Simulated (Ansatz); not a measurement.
**H2Si–PH, triplet: vertical spin and charge gaps**

Geometry (PBE0/def2-TZVP stationary point for this spin, not checked as a minimum):

```xyz
5

Si   -0.1152    0.0000    1.1364
P     0.1106    0.0000   -1.0974
H     0.5486   -1.2064    1.7149
H     0.5486    1.2064    1.7149
H    -1.2866    0.0000   -1.3719
```

Basis cc-pVDZ; Ansatz 0.2.0. Only valence electrons are correlated (noble-gas cores frozen). R marks a restricted (for open shells ROHF) determinant, U an unrestricted one. Active spaces: valence = (12e, 11o) chosen from the atoms' valence shells.

Gaps are energies of the second state less the first, at fixed atoms, for a selection of the levels run; each method lands on the state that its own search finds for that charge and spin.

Unrestricted rows (U, and Kohn–Sham where it breaks symmetry) aren't spin-pure: their determinants' ⟨S²⟩ exceeds S(S+1) by up to 0.32, so they mix in states of higher spin. HF rows: RHF is the determinant under the cluster runs, UHF is the lowest solution found. Coupled cluster chose its determinant by a search with trial CCSD, here up to 0.04 eV above the lowest Hartree–Fock solution of its kind, and MP2 stands on that determinant too. For open shells CISD is restricted-active-space CI with the open shells as a complete middle space. A value is left out where its run failed or describes another state than the reference as far as symmetry and spin tell, or, spin-broken singlets apart, can't be checked.

**Question.** PBE gives 6.144 eV for quintet less triplet. Estimate what UCCSDT(Q) gives in cc-pVDZ.

**Answer.** UCCSDT(Q) in cc-pVDZ gives 6.319 eV, so against it PBE is off by -0.175 eV, of which a good part can be the reference's own basis and frozen-core error.

```
                 level  gap (eV)  error (meV)
                   RHF     6.018         -301
                   UHF     5.979         -340
                  RMP2     6.375           56
                  UMP2     6.384           65
                 RCCSD     6.329           10
                 UCCSD     6.332           13
              RCCSD(T)     6.333           14
              UCCSD(T)     6.334           15
               BCCD(T)     6.328            9
                RCCSDT     6.320            1
                UCCSDT     6.320            1
             RCCSDT(Q)     6.319            0
CASSCF (valence space)     6.327            8
NEVPT2 (valence space)     6.344           25
                r2SCAN     6.203         -116
                  PBE0     6.242          -77
                 B3LYP     6.404           85
               wB97M-V     6.505          186
                B2PLYP     6.453          134
              PBE-QIDH     6.359           40
               RPA-PBE     6.362           43
```

Removing an electron, to the doublet: 7.990 eV at UCCSDT(Q).

| level | gap (eV) | error (meV) | ⟨S²⟩ where 0.1 over S(S+1) (first / second) |
| --- | --- | --- | --- |
| RHF | 7.968 | -22 | – / – |
| UHF | 7.926 | -64 | – / 1.07 |
| RMP2 | 8.073 | 83 | – / – |
| UMP2 | 8.196 | 206 | – / 1.07 |
| CISD | 8.068 | 78 | – / – |
| RCCSD | 8.050 | 60 | – / – |
| UCCSD | 8.057 | 67 | – / 1.07 |
| RCCSD(T) | 8.008 | 18 | – / – |
| UCCSD(T) | 8.019 | 29 | – / 1.07 |
| BCCD(T) | 8.010 | 20 | – / – |
| RCCSDT | 7.996 | 6 | – / – |
| UCCSDT | 7.996 | 6 | – / 1.07 |
| RCCSDT(Q) | 7.991 | 1 | – / – |
| PBE | 8.158 | 168 | – / – |
| r2SCAN | 8.372 | 382 | – / – |
| PBE0 | 8.323 | 333 | – / – |
| B3LYP | 8.221 | 231 | – / – |
| wB97M-V | 8.131 | 141 | – / – |
| B2PLYP | 8.112 | 122 | – / – |
| RPA-PBE | 8.096 | 106 | – / – |

Removing an electron, to the quartet: 9.829 eV at UCCSDT(Q).

```tsv
level	gap (eV)	error (meV)
RHF	8.999	-830
UHF	9.020	-809
RMP2	9.811	-18
UMP2	9.790	-39
CISD	9.664	-165
RCCSD	9.800	-29
UCCSD	9.801	-28
RCCSD(T)	9.829	0
UCCSD(T)	9.828	-1
BCCD(T)	9.829	0
RCCSDT	9.826	-3
UCCSDT	9.826	-3
RCCSDT(Q)	9.829	0
CASSCF (valence space)	8.996	-833
NEVPT2 (valence space)	9.684	-145
PBE	10.052	223
r2SCAN	10.107	278
PBE0	10.105	276
B3LYP	10.157	328
wB97M-V	10.125	296
B2PLYP	10.011	182
RPA-PBE	10.005	176
```

In so small a basis the reference is far from its limit while semilocal and hybrid functionals are nearer theirs (RPA and double hybrids share part of the reference's basis error), so the functionals' errors here hold much of the reference's basis and frozen-core error, which can add to them or hide them.

Full CI isn't at hand for all of this; UCCSDT(Q) serves as the reference, and is uncertain by the last step of the cluster series or more. The frozen core follows each run's orbitals, which can shift R against U totals by a few meV.
